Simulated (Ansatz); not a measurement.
Cartesian coordinates (Å):
SMILES: O=C(C)C
```xyz
10

C     -1.2753     0.1570     0.1625
C      0.0251     0.2030    -0.6094
C      1.2632    -0.2545     0.1302
O      0.0724     0.5848    -1.7553
H     -1.4973    -0.8719     0.4582
H     -1.1923     0.7405     1.0829
H     -2.0864     0.5445    -0.4494
H      2.1267    -0.2186    -0.5298
H      1.1267    -1.2706     0.5089
H      1.4374     0.3868     0.9982
```
Charge 0, multiplicity 1.

All values below come from frozen-core CCSD(T)/cc-pVTZ // B3LYP-D3(BJ)/def2-TZVP run with Ansatz (a first-principles code).

- HF energy: -192.03408 Ha
- MP2 correlation energy: -0.74061 Ha

Q: Estimate the CCSD correlation energy, the (T) correction, the total energy and the T1 diagnostic.

A: 
```yaml
CCSD correlation energy: -0.77074 Ha
"(T) correction": -0.03165 Ha
CCSD(T) total energy: -192.83646 Ha
T1 diagnostic: 0.013
```
